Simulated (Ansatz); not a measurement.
Species: C$_{2}$H$_{3}$O, SMILES `C[C]=O` (charge 0, multiplicity 2), formula C2H3O.

Task: How many basis functions does frozen-core CCSD(T)/def2-TZVPP // PBE0-D3(BJ)/def2-TZVP in Ansatz (a quantum-chemistry and plane-wave program) use, how many core orbitals are frozen, and how many electrons are correlated?

Result: 135 basis functions and 3 frozen orbitals, which leaves 17 correlated electrons. Core time is of the order of minutes.
